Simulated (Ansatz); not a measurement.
# AlH3S2 (SMILES [AlH2][S]S): single points off equilibrium

The task here is to estimate one member of a computed series from the others.

The runs use Ansatz 0.2.0, Gaussian basis; single points in def2-TZVPP.

Correlated methods freeze the cores.

### Starting geometry

6 atoms, charge 0, spin multiplicity 1.

Atoms are counted from 1 here; the program's logs count them from 0.

Bond lengths: Al1–S2 2.176 Å, Al1–S3 2.452 Å, Al1–H4 1.533 Å, Al1–H5 1.690 Å, S2–S3 2.097 Å, S3–H6 1.249 Å. Angles: S2–Al1–S3 53.5°, S2–Al1–H4 116.5°, S2–Al1–H5 120.0°, S3–Al1–H4 106.2°, S3–Al1–H5 96.4°, H4–Al1–H5 121.8°, Al1–S2–S3 70.0°, Al1–S3–S2 56.5°, Al1–S3–H6 100.5°, S2–S3–H6 102.9°.

Geometry (Å):

| atom | x (Å) | y (Å) | z (Å) |
| --- | --- | --- | --- |
| Al1 | -0.7309 | 0.2403 | -0.5460 |
| S2 | -0.6965 | -0.9395 | 1.2823 |
| S3 | 1.2294 | -0.8363 | 0.4594 |
| H4 | -1.0164 | -0.5207 | -1.8463 |
| H5 | -0.1027 | 1.8093 | -0.5518 |
| H6 | 1.7383 | 0.1332 | 1.0600 |

Set-up of the first run:

Input file run/in.yaml:

```yaml
crystal:
  periodic: [false, false, false]
  atoms:
    - {symbol: Al, position_ang: [-0.730900, 0.240300, -0.546000]}
    - {symbol: S, position_ang: [-0.696500, -0.939500, 1.282300]}
    - {symbol: S, position_ang: [1.229400, -0.836300, 0.459400]}
    - {symbol: H, position_ang: [-1.016400, -0.520700, -1.846300]}
    - {symbol: H, position_ang: [-0.102700, 1.809300, -0.551800]}
    - {symbol: H, position_ang: [1.738300, 0.133200, 1.060000]}
basis:
  gaussian: {orbitals: def2-TZVPP}
correlation: {method: ccsd_t}
output: {forces: true}
```

No record of the launch command was kept for these runs.

Among the steps run: CCSD(T)/def2-TZVPP; PBE0-D4/def2-TZVPP; wB97M-V/def2-TZVPP; r2SCAN-D4/def2-TZVPP; PBE-D4/def2-TZVPP; r2SCAN0-D4/def2-TZVPP; HSE06-D4/def2-TZVPP.

One of the session's tables, all rows but one given; the rest of the session is left out.

| method | RMS force component (eV/Å) | angle to CCSD(T) forces (°) | dipole (D) |
| --- | --- | --- | --- |
| CCSD(T) | 1.284 | reference | 0.85 |
| PBE0-D4 | ? | ? | ? |
| wB97M-V | 1.281 | 5.1 | 0.81 |
| r2SCAN-D4 | 1.325 | 6.3 | 0.91 |
| PBE-D4 | 1.393 | 6.0 | 0.92 |
| r2SCAN0-D4 | 1.280 | 9.4 | 0.87 |
| HSE06-D4 | 1.321 | 7.9 | 0.87 |

Estimate the missing values for PBE0-D4.

The run gave: RMS force component (eV/Å): 1.319; angle to CCSD(T) forces (°): 8.2; dipole (D): 0.87. In the column «RMS force component (eV/Å)» it lies between CCSD(T) (1.284) and HSE06-D4 (1.321).
